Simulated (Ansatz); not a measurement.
Relaxation of C2H7Al (10 atoms, charge 0, multiplicity 1), to a largest force component of 0.02 eV/Å in at most 40 steps.

Level of theory: RKS B3LYP-D4/6-31G* in Ansatz.

```xyz
10
Properties=species:S:1:pos:R:3
Al 0.000 0.000 0.000
C 0.000 0.000 1.970
H -1.000 -0.309 2.341
H 0.768 -0.711 2.341
H 0.232 1.020 2.341
H 1.351 0.000 -0.780
C -1.706 0.000 -0.985
H -2.266 -0.930 -0.756
H -2.310 0.880 -0.680
H -1.504 0.051 -2.075
```

Question: Where does it end, and by what steps?

Answer: The forces met the threshold. After 3 steps the energy has fallen by 0.064 eV; H3 moved furthest, 0.08 Å.

```json
{"step": "0", "energy less start (eV)": "0.0000", "largest force component (eV/Å)": "0.482", "accepted": "yes"}
{"step": "1", "energy less start (eV)": "-0.0617", "largest force component (eV/Å)": "0.152", "accepted": "yes"}
{"step": "2", "energy less start (eV)": "-0.0640", "largest force component (eV/Å)": "0.041", "accepted": "yes"}
{"step": "3", "energy less start (eV)": "-0.0642", "largest force component (eV/Å)": "0.010", "accepted": "yes"}
```

```xyz
10
Properties=species:S:1:pos:R:3
Al -0.011 -0.006 0.003
C 0.003 -0.008 1.970
H -0.967 -0.273 2.408
H 0.756 -0.698 2.374
H 0.266 0.988 2.356
H 1.387 0.007 -0.775
C -1.698 -0.001 -1.009
H -2.278 -0.913 -0.812
H -2.342 0.836 -0.706
H -1.552 0.068 -2.093
```

Time of the run: 8.8 s on 1 thread of Arm Neoverse V2 (shared host), peak memory 0.12 GiB.
